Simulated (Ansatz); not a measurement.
Start from `CC(N)(O)C=S` and change one atom or group to get `CC(N)(O)S`.

Ansatz, PBE0-D4/def2-TZVP geometries, multiplicity 1. Each molecule was computed in one conformer, which needn't be the lowest.

```tsv
property	`CC(N)(O)C=S`
size of the dipole moment (ωB97M-V/def2-TZVPP) / D	1.16
size of the dipole moment (PBE/def2-TZVPP) / D	1.24
size of the dipole moment (B3LYP/def2-TZVPP) / D	1.23
LUMO energy (PBE0/def2-TZVPP) / eV	-2.49
HOMO–LUMO gap (PBE/def2-TZVPP) / eV	2.34
HOMO energy (B3LYP/def2-TZVPP) / eV	-6.84
```

Q: What does the change do to each property? (Best estimate.)

A: Ansatz gave: 
| property | `CC(N)(O)S` | shift |
| --- | --- | --- |
| size of the dipole moment (ωB97M-V/def2-TZVPP) / D | 1.64 | 0.48 |
| size of the dipole moment (PBE/def2-TZVPP) / D | 1.64 | 0.40 |
| size of the dipole moment (B3LYP/def2-TZVPP) / D | 1.65 | 0.42 |
| LUMO energy (PBE0/def2-TZVPP) / eV | 0.26 | 2.75 |
| HOMO–LUMO gap (PBE/def2-TZVPP) / eV | 4.98 | 2.64 |
| HOMO energy (B3LYP/def2-TZVPP) / eV | -6.73 | 0.11 |

With PBE0 the HOMO rises by 0.10 eV and the LUMO rises by 2.75 eV, so the gap widens by about 2.65 eV. PBE moves the HOMO by 0.09 eV and ωB97M-V by 0.04 eV. Dipoles are sizes alone; their direction can turn.

B3LYP here is the variant with VWN-RPA as its local correlation; programs differ in this.
